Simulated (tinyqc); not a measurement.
Orbital energy against energy difference: ionisation energy by orbital energies and by energy differences in the cc-pvdz basis, for HF, spin multiplicity 1. Computed by the program tinyqc with PySCF. The cation is unrestricted; errors are against CCSD(T) in this basis, not against experiment.

Geometry (angstrom):
```
atom       x       y       z
F     0.0000  0.0000  0.0000
H     0.0000  0.0000  0.8610
```

CCSD(T) difference in the same basis = 15.6750 eV

IP-EOM-CCSD = 15.4424 eV

First vertical ionisation energy (eV):
```
method     -e(HOMO)  E(cation) - E  error of -e(HOMO)  error of the difference
HF          17.2727      14.414515             1.5978                  -1.2604
LDA          8.5814      16.425411            -7.0935                   0.7505
PBE          8.4454      15.995387            -7.2296                   0.3204
B3LYP       10.4948      16.051213            -5.1802                   0.3763
PBE0        10.9410      15.923286            -4.7340                   0.2483
CAM-B3LYP   12.4469      16.043881            -3.2280                   0.3689
LC-wPBE     13.7966      16.106458            -1.8783                   0.4315
```

What does the comparison show, and why?

Koopmans errs by +1.60 eV and Delta-HF by -1.26 eV: relaxation, 2.86 eV, lowers the value and the missing correlation difference works against it. The PBE level is off by -7.2 eV through the wrong tail of its potential, though its energy difference is off by +0.32 eV; exact exchange deepens the level, and among the orbital energies HF comes closest; among the differences PBE0 does.
